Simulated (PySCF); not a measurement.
A PySCF script (with the pyscf-properties extension) for the NMR shieldings of `[SiH3]C[SiH3]`, CH$_{8}$Si$_{2}$, on a PBE0-D3(BJ)/def2-SVP geometry:

```python
import basis_set_exchange as bse
import numpy as np
from pyscf import gto, dft
from pyscf.prop import nmr

atoms = """
Si    1.441967    0.713541    0.010155
C     0.231409   -0.720369   -0.134290
Si   -1.583717   -0.262995    0.062251
H     2.849965    0.243877   -0.174550
H     1.147588    1.747920   -1.029059
H     1.329137    1.353917    1.356839
H     0.489594   -1.477957    0.625664
H     0.368361   -1.198200   -1.119841
H    -1.986119    0.723189   -0.987472
H    -1.821952    0.354148    1.403491
H    -2.455392   -1.471740   -0.065118
"""
names = dict.fromkeys(["Si", "C", "H"], "pcSseg-1")
basis = {el: gto.basis.parse(bse.get_basis(n, elements=[el], fmt="nwchem")) for el, n in names.items()}
mol = gto.M(atom=atoms, basis=basis, charge=0, verbose=0)
mf = dft.RKS(mol, xc="PBE0")
mf.grids.level = 2
mf.grids.alignment = dft.numint.BLKSIZE   # the property module wants whole blocks of grid points
mf.conv_tol = 1e-9
mf.kernel()

calc = nmr.RKS(mf)   # GIAO
C = mf.mo_coeff
Co = C[:, mf.mo_occ > 0]
resp = mf.gen_response(singlet=True, hermi=2)
def vind(x):   # induced exchange potential for any number of trial vectors
    d = np.einsum("pi,xij,qj->xpq", C, 2 * x.reshape(-1, C.shape[1], Co.shape[1]), Co, optimize=True)
    return np.einsum("xpq,pi,qj->xij", resp(d - d.transpose(0, 2, 1)), C, Co, optimize=True).ravel()
mo1, _ = nmr.rhf.solve_mo1(calc, with_cphf=vind)
sigma = calc.kernel(mo1)
for i, s in enumerate(sigma):   # ppm
    print("%2d %-2s %9.2f" % (i, mol.atom_pure_symbol(i), np.trace(s) / 3))
```

Question: Give the expected output.

Answer: 
```
 0 Si    417.67
 1 C     201.21
 2 Si    417.67
 3 H      27.12
 4 H      27.35
 5 H      27.35
 6 H      31.49
 7 H      31.49
 8 H      27.35
 9 H      27.35
10 H      27.12
```

These numbers come from an equivalent density-fitted implementation of the same equations, which agrees with the script to about 0.01 ppm for H and up to a few tenths of a ppm for heavy atoms, so last digits may differ.

Question: Turn these shieldings into chemical shifts. Shifts are taken against calculated references (same method and geometry level): ²⁹Si (σ = 351.99 ppm), ¹³C (σ = 184.41 ppm), ¹H (σ = 31.27 ppm) vs TMS.

Answer: Averaging equivalent atoms: Si 0/2: -65.7; C 1: -16.8; H 3/4/5/8/9/10: 3.99; H 6/7: -0.22 ppm. 

Size and cost of the density-fitted run: 105 basis functions, 7.2 s wall time on 1 thread of an Arm Neoverse V2, shared host.
